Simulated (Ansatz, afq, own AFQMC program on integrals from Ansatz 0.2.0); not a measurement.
# SiH4O, triplet: AFQMC among the cluster methods

```yaml
atoms:
  - { symbol: Si, position_ang: [-1.0537, 0.0000, 0.0000] }
  - { symbol: H, position_ang: [-1.5486, 1.3997, 0.0000] }
  - { symbol: H, position_ang: [-1.5486, -0.6999, 1.2122] }
  - { symbol: H, position_ang: [-1.5486, -0.6999, -1.2122] }
  - { symbol: H, position_ang: [0.9053, 0.0000, 0.0000] }
  - { symbol: O, position_ang: [2.0853, 0.0000, 0.0000] }
```

Connectivity, by distances: SiH3 ··· OH.

Basis cc-pVTZ. Only valence electrons are correlated. AFQMC by an in-house program on the Cholesky factors that Ansatz 0.2.0 writes for its CCSD(T) run. ph-AFQMC/CISD is guided by a CISD state made of CCSD amplitudes; releasing the constraint for a short imaginary time cuts its bias at the price of noise, slowly where states lie close. ± is one standard error of the sampling.

Determinant: UHF, the one that the program's search chose, which needn't be the lowest solution. The geometry is a point of a scan.

No full CI on the walks' own integrals is used here. The released AFQMC energy serves as the reference, which it does only where one determinant dominates, the energy is flat over the last release times and near the phaseless one (40 meV or 2 meV an electron, half that with transition metals). On small molecules, where full CI could be run and the noise was under 10 meV, such values lay within 10 meV of it in 19 cases of 20, a flattering rate, since the rule was set on those same cases; what remains of the bias isn't in the error bar.

Cautions: lower spins were not checked; unrestricted determinant slightly spin contaminated (⟨S²⟩ 2.05 against 2.00); the released value is read at 1.62 1/Eh, later times being too noisy (meV from the phaseless value at times in 1/Eh: -5 ± 5 at 0.24, -1 ± 3 at 0.51, -13 ± 9 at 0.99, -15 ± 9 at 1.62, 12 ± 18 at 2.40).

The T1 diagnostic is 0.0182. The weight of the determinant in the CISD state is 0.866, the ⟨S²⟩ of the determinant is 2.052 and the size of the correlated space is 14 electrons in 114 orbitals.

```json
{"level": "MP2", "correlation energy (eV)": "-8.7962"}
{"level": "CCSD", "correlation energy (eV)": "-9.9648"}
{"level": "CCSD(T)", "correlation energy (eV)": "-10.2486"}
```

Task: Estimate where AFQMC with the constraint released lies against CCSD(T) on the same integrals.

Result: 50.0 ± 8.9 meV below CCSD(T).

Reference: AFQMC with the constraint released, correlation energy -10.299 ± 0.009 eV.

```csv
level,E − E(reference) (meV),share of correlation (%)
CCSD(T),50.0 ± 8.9,99.51
ph-AFQMC/CISD,14.7 ± 10.5,99.86
```

A walk keeps the symmetry of its determinant, which the program's search chose and which needn't be the lowest solution, so a lower state of the same spin and another symmetry isn't excluded. Released energies are given only where the last usable release times agree within the noise; a slower fall can still hide under it.
